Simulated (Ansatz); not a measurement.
Molecule: ketene, C2H2O (charge 0, singlet). SMILES: C=C=O
Geometry: optimised at B3LYP-D3(BJ)/def2-TZVP (Ansatz, a first-principles code).

Quantity: atomisation energy, in kcal/mol. Set-up: 6-31G* and kin with 6d, 5d where marked; LANL2DZ all-electron up to Ne; non-relativistic; valence correlation only; atomisation electronic, to ground-state atoms; UHF or UKS for open shells; 6-311+G** with 5d; spin-orbit terms left out. CBS(X,Y): correlation extrapolated as X^-3; Hartree-Fock from the larger set. First-principles rows: single points at B3LYP-D3(BJ) geometries (Ansatz).

Coupled cluster (Ansatz) is a level with limits of its own, used here on species with T1 under 0.025 (0.045 for open shells) and stable references: CCSD(T)/CBS(cc-pVTZ,cc-pVQZ).

Value to compare with, CCSD(T)/CBS(cc-pVTZ,cc-pVQZ) (Ansatz): 530.8 kcal/mol.

```
level          program  atomisation energy (kcal/mol)  difference
-------------  -------  -----------------------------  ----------
MP2/STO-3G      Ansatz                          473.4       -57.4
MP2/3-21G       Ansatz                          459.8       -71.0
MP2/LANL2DZ     Ansatz                          441.4       -89.4
MP2/6-31G*      Ansatz                          504.5       -26.3
MP2/6-311+G**   Ansatz                          515.7       -15.1
```

Among the 5 habitual levels, MP2/LANL2DZ lies farthest from CCSD(T)/CBS(cc-pVTZ,cc-pVQZ) (Ansatz) (-89.4 kcal/mol) and MP2/6-311+G** nearest (-15.1); 0 of 5 lie above it, and their mean absolute difference is 51.8 kcal/mol, the median 57.4. One case shows no general order.

The sets are all those run for this method; runs whose electronic state is in doubt are left out.
